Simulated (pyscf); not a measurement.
# Four-centre exchange: boric acid (HO–B(OH)–OH) + hydrogen fluoride (HF) -> water (H₂O) + HO–B(OH)–F

Gas phase, singlet surface, charge 0. Bonds broken: O1–B2, F8–H9. Bonds formed: O1–H9, B2–F8. Single points on ωB97X-D3(BJ)/def2-SVP structures (PySCF, gas phase). MP2 and CC: frozen core, UHF for open shells. ΔMP2 is the change of the MP2 total energy from the triple- to the quadruple-zeta basis.

Transition state (Å):

```xyz
9

O     -0.2862     1.4854     0.2319
B     -0.5624     0.0166     0.5936
O     -0.9071    -0.2814     1.8891
O     -1.1735    -0.6259    -0.4588
H     -0.6674     1.6622    -0.6398
H     -0.3951     0.1995     2.5456
H     -1.5265    -1.4810    -0.1930
F      1.1510    -0.1080     0.4444
H      0.7855     0.9763     0.1658
```

One imaginary mode, 988i cm⁻¹; descent along it reached the two sides named, in the forms told below.

```
bond   change  reactant side (Å)  saddle  product side
-----  ------  -----------------  ------  ------------
O1–B2  breaks              1.394   1.538           2.6
F8–H9  breaks              0.946   1.178         2.376
O1–H9   forms              1.672   1.188         0.966
B2–F8   forms                3.1   1.724         1.346
```

Electronic energies relative to the separated reactants (kcal/mol):

| level | barrier | reaction energy | reverse barrier |
|---|---|---|---|
| ωB97X-D3(BJ)/def2-TZVP | 19.3 | -3.9 | 23.3 |
| PBE/def2-TZVP | 15.3 | -4.2 | 19.5 |
| r²SCAN/def2-TZVP | 15.8 | -4.5 | 20.3 |
| B3LYP-D3(BJ)/def2-TZVP | 19.9 | -4.2 | 24.2 |
| PBE0-D3(BJ)/def2-TZVP | 17.5 | -3.6 | 21.1 |
| M06-2X/def2-TZVP | 18.5 | -3.6 | 22.2 |
| ωB97M-D3(BJ)/def2-TZVP | 18.8 | -4.0 | 22.8 |
| HF/def2-TZVP | 34.8 | -5.1 | 39.9 |
| MP2/def2-QZVPP | 21.3 | -3.2 | 24.5 |
| CCSD/def2-TZVPP | 23.4 | -3.9 | 27.2 |
| CCSD(T)/def2-TZVPP | 21.0 | -3.7 | 24.7 |
| CCSD(T)/def2-TZVPP + ΔMP2(QZVPP) | 22.0 | -3.6 | 25.7 |

With CCSD(T)/def2-TZVPP + ΔMP2(QZVPP) energies and thermal terms (ideal gas, 1 atm, RRHO with modes under 100 cm⁻¹ raised to 100, one conformer, R ln 2 for chiral ones without a mode under 150 cm⁻¹), in kcal/mol:

```
T (K)   ΔH‡   ΔG‡    ΔH    ΔG
-----  ----  ----  ----  ----
298    20.7  30.0  -3.7  -5.1
600    20.4  39.5  -4.0  -6.5
900    20.6  49.0  -4.4  -7.7
1200   21.0  58.4  -4.8  -8.7
```

On the reactant side the descent ends in a bound adduct, 10.3 kcal/mol under the separated species and 29.7 kcal/mol under the saddle at ωB97X-D3(BJ)/def2-TZVP. On the product side the descent ends in a complex, 4.4 kcal/mol under the separated species and 27.7 kcal/mol under the saddle at ωB97X-D3(BJ)/def2-TZVP. The products may also form a dative adduct at HO–B(OH)–F; it and routes through it were not searched. This is the saddle that the search found; another between the same sides may lie lower. The CCSD(T) − MP2 part came from Ansatz, without density fitting, on the same reference.
